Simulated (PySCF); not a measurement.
# N2 (SMILES N#N): wB97X/def2-TZVP (preoptimised minimum)

We compute an optimisation with harmonic vibrations of N2. 

The results are computed with PySCF 2.14.0.

2 further runs of the same task are left out: 2 set aside as unsound or not needed.

## (1) Starting point

N2 has 2 atoms, charge 0, and is taken as a singlet. SMILES: `N#N`. Geometry: relaxed at PBE0-D4/def2-TZVP symmetrised. The run starts from this shape.

Bond lengths: N1–N2 1.090 Å.

## (2) An optimisation with harmonic vibrations at wB97X/def2-TZVP (preoptimised minimum)

The input, run.py:

```python
# N#N
import numpy
from pyscf import gto, dft, symm
from pyscf.hessian import thermo
from pyscf.geomopt.geometric_solver import kernel as optimise

system = gto.Mole()
system.atom = '''
N      0.000000     0.000000    -1.029483
N      0.000000     0.000000     1.029483
'''
system.verbose = 3
system.basis = 'def2-tzvp'
system.unit = 'bohr'
system.spin = 0
system.max_memory = 1860
system.build()

mf = dft.RKS(system, xc='wb97x')
mf.conv_tol = 1e-10
mf.grids.level = 4
converged, mol_eq = optimise(mf, maxsteps=80)
print('converged:', converged)
print(mol_eq.tostring())

mf.reset(mol_eq)
system = mol_eq
mf.kernel()
e_final = mf.e_tot
print('E(%s) = %.9f' % ('WB97X', e_final))
hess = mf.Hessian().kernel()
modes = thermo.harmonic_analysis(system, hess)
print('frequencies (1/cm)', numpy.round(modes['freq_wavenumber'], 1))
symm.geom.TOLERANCE = 1e-3  # for the symmetry number
th = thermo.thermo(mf, modes['freq_au'], 298.15, 101325)
thermo.dump_thermo(system, th)
```

On the command line:

```sh
$ OMP_NUM_THREADS=1 python run.py
```

Log:

```text
maxiter                   80
----------------------------------------------------------
Custom engine selected.
Bonds will be generated from interatomic distances less than 1.20 times sum of covalent radii
6 internal coordinates being used (instead of 6 Cartesians)
Internal coordinate system (atoms numbered from 1):
Distance 1-2
Translation-X 1-2
Translation-Y 1-2
Translation-Z 1-2
Rotation-A 1-2
Rotation-B 1-2
Rotation-C 1-2
> ===== Optimization Info: ====
> Job type: Energy minimization
> Maximum number of optimization cycles: 80
> Initial / maximum trust radius (Angstrom): 0.100 / 0.300
> Convergence Criteria:
> Will converge when all 5 criteria are reached:
>  |Delta-E| < 1.00e-06
>  RMS-Grad  < 3.00e-04
>  Max-Grad  < 4.50e-04
>  RMS-Disp  < 1.20e-03
>  Max-Disp  < 1.80e-03
> === End Optimization Info ===

Geometry optimization cycle 1
Cartesian coordinates (Angstrom)
 Atom        New coordinates             dX        dY        dZ
   N   0.000000   0.000000  -0.544779    0.000000  0.000000  0.000000
   N   0.000000   0.000000   0.544779    0.000000  0.000000  0.000000
converged SCF energy = -109.544656630953
--------------- RKS_Scanner gradients ---------------
         x                y                z
0 N     0.0000000000    -0.0000000000    -0.0037177343
1 N     0.0000000000     0.0000000000     0.0037177343
----------------------------------------------
cycle 1: E = -109.544656631  dE = -109.545  norm(grad) = 0.00525767
Step    0 : Gradient = 3.718e-03/3.718e-03 (rms/max) Energy = -109.5446566310
Hessian Eigenvalues: 5.00000e-02 5.00000e-02 5.00000e-02 ... 5.00000e-02 5.00000e-02 1.87680e+00

Geometry optimization cycle 2
Cartesian coordinates (Angstrom)
 Atom        New coordinates             dX        dY        dZ
   N  -0.000000   0.000000  -0.544255   -0.000000  0.000000  0.000524
   N  -0.000000  -0.000000   0.544255   -0.000000 -0.000000 -0.000524
converged SCF energy = -109.544660789828
--------------- RKS_Scanner gradients ---------------
         x                y                z
0 N     0.0000000000    -0.0000000000    -0.0004358579
1 N     0.0000000000     0.0000000000     0.0004358579
----------------------------------------------
cycle 2: E = -109.54466079  dE = -4.15887e-06  norm(grad) = 0.000616396
Step    1 : Displace = 5.241e-04/5.241e-04 (rms/max) Trust = 1.000e-01 (=) Grad = 4.359e-04/4.359e-04 (rms/max) E (change) = -109.5446607898 (-4.159e-06) Quality = 1.129
Hessian Eigenvalues: 5.00000e-02 5.00000e-02 5.00000e-02 ... 5.00000e-02 5.00000e-02 1.65677e+00

Geometry optimization cycle 3
Cartesian coordinates (Angstrom)
 Atom        New coordinates             dX        dY        dZ
   N  -0.000000   0.000000  -0.544185   -0.000000  0.000000  0.000070
   N  -0.000000  -0.000000   0.544185   -0.000000 -0.000000 -0.000070
converged SCF energy = -109.544660852587
--------------- RKS_Scanner gradients ---------------
         x                y                z
0 N     0.0000000000     0.0000000000     0.0000016832
1 N    -0.0000000000    -0.0000000000    -0.0000016832
----------------------------------------------
cycle 3: E = -109.544660853  dE = -6.2759e-08  norm(grad) = 2.3804e-06
Step    2 : Displace = 6.961e-05/6.961e-05 (rms/max) Trust = 1.414e-01 (+) Grad = 1.683e-06/1.683e-06 (rms/max) E (change) = -109.5446608526 (-6.276e-08) Quality = 1.095
Hessian Eigenvalues: 5.00000e-02 5.00000e-02 5.00000e-02 ... 5.00000e-02 5.00000e-02 1.65677e+00
Converged! =D

converged: True
N          -0.00000000        0.00000000       -0.54418521
N          -0.00000000       -0.00000000        0.54418521
converged SCF energy = -109.544660852587
E(WB97X) = -109.544660853
frequencies (1/cm) [2506.3]
temperature 298.1500 [K]
pressure 101325.00 [Pa]
Rotational constants [GHz] inf 60.91842 60.91842
Symmetry number 2
Zero-point energy (ZPE) 0.00571 [Eh]   14990.741 [J/mol]
                           tot       elec      trans        rot        vib
Entropy [J/mol/K]       191.315      0.000    150.310     41.004      0.001
Cv [J/mol/K]             20.793      0.000     12.472      8.314      0.007
Cp [J/mol/K]             29.107      0.000     20.786      8.314      0.007
Internal energy [J/mol]                      3718.434   2478.956  14990.909
Internal energy [Eh]   -109.53659  -109.54466
Enthalpy [J/mol]                             6197.391   2478.956  14990.909
Enthalpy [Eh]          -109.53565
Gibbs free energy [J/mol]                  -38617.619  -9746.328  14990.727
Gibbs free energy [Eh] -109.55737
```

Run time: 35 s. Hardware: 1 thread of AMD EPYC 7R13 (Zen 3), shared host; peak memory 0.75 GiB.

## (3) Results

At wB97X/def2-TZVP (preoptimised minimum):

| quantity | value |
| --- | --- |
| total energy | -109.54466 Eh |
| dipole moment | 0.00 D |
| HOMO energy | -14.87 eV |
| LUMO energy | 2.09 eV |
| HOMO–LUMO gap | 16.96 eV |
| harmonic wavenumber | 2506 cm⁻¹ |
| zero-point energy | 15.0 kJ/mol |
| ideal-gas entropy at 298.15 K (symmetry number 2 as used) | 45.7 cal/(mol K) |

In words: At the final geometry: Bond lengths: N1–N2 1.088 Å. The one mode is real, so the shape is a minimum at this level.
